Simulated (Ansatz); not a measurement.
**SiNH+ (quartet): wave-function methods side by side, cc-pVTZ**

An exercise on one series of results from a longer session: the logs are not shown, and one member is left open.

Program: Ansatz 0.2.0, Gaussian basis. Level of theory: cc-pVTZ, core rule «outside noble gas», up to 6 orbitals frozen. These are calculated values, not measurements.

To be run: UHF; CCSD(T) on ROHF; CCSD(T) on UHF; BCCD(T) on ROHF; CCSDT(Q) on ROHF; CCSDT(Q) on UHF; CASSCF and MRCISD+Q, 9 electrons in 9 orbitals; CASSCF and NEVPT4(SD), 9 electrons in 9 orbitals; CASSCF and NEVPT2, 9 electrons in 9 orbitals.

8 further runs of the same task are left out: 2 for a known fault of the program, 6 set aside as unsound or not needed.

## The geometry

The geometry is a PBE0/def2-TZVP stationary point (not a proven minimum) of the parent state, kept for this charge and spin.

3 atoms, charge 1, spin multiplicity 4.

Atoms are counted from 1 here; the program's logs count them from 0.

Bond lengths: Si1–N2 1.651 Å, Si1–H3 1.520 Å. Angles: N2–Si1–H3 110.7°.

The first run:

Contents of in.yaml:

```yaml
crystal:
  periodic: [false, false, false]
  atoms:
    - {symbol: Si, position_ang: [0.000000, -0.096456, 0.516159]}
    - {symbol: N, position_ang: [0.000000, 0.103488, -1.122923]}
    - {symbol: H, position_ang: [0.000000, 1.249554, 1.222147]}
basis:
  gaussian: {orbitals: cc-pVTZ}
total_charge: 1
magnetization: {spin_polarized: true, initial_magnetization: 3}
hamiltonian: {xc: hf}
output: {orbitals: {seedname: orbitals}}
```

Started as:

```sh
ansatz run in.yaml --threads 1 --pin off --events-out ev --progress --plain --max-ram 4096MiB --backend cpu
```

Among the steps run: UHF; CCSD(T) on ROHF; CCSD(T) on UHF; BCCD(T) on ROHF; CCSDT(Q) on ROHF; CCSDT(Q) on UHF; CASSCF and MRCISD+Q, 9 electrons in 9 orbitals; CASSCF and NEVPT4(SD), 9 electrons in 9 orbitals; CASSCF and NEVPT2, 9 electrons in 9 orbitals.

One of the session's tables, all rows but one given; the rest of the session is left out.

```
            method  from UCCSDT(Q) (kcal/mol)
              ROHF                    +149.39
               UHF                    +144.57
              RMP2                     +25.81
              UMP2                     +25.95
             RCCSD                      +6.40
             UCCSD                      +6.19
          RCCSD(T)                      +1.21
          UCCSD(T)                      +1.15
           BCCD(T)                      +1.23
            RCCSDT                      +0.34
            UCCSDT                      +0.26
         RCCSDT(Q)                      +0.12
         UCCSDT(Q)                          0
    CASSCF valence                    +111.97
    NEVPT2 valence                          ?
NEVPT4(SD) valence                      +3.47
    MRCISD valence                      +7.78
  MRCISD+Q valence                      +1.38
```

Estimate the missing values for NEVPT2 valence.

**Answer.** from UCCSDT(Q) (kcal/mol): +23.05. In the column «from UCCSDT(Q) (kcal/mol)» it lies between MRCISD valence (+7.78) and RMP2 (+25.81).

To keep in mind: Restricted and unrestricted rows rest on different reference determinants; where their highest levels disagree by more than a few hundredths of an eV, they describe different states and don't form one ladder.
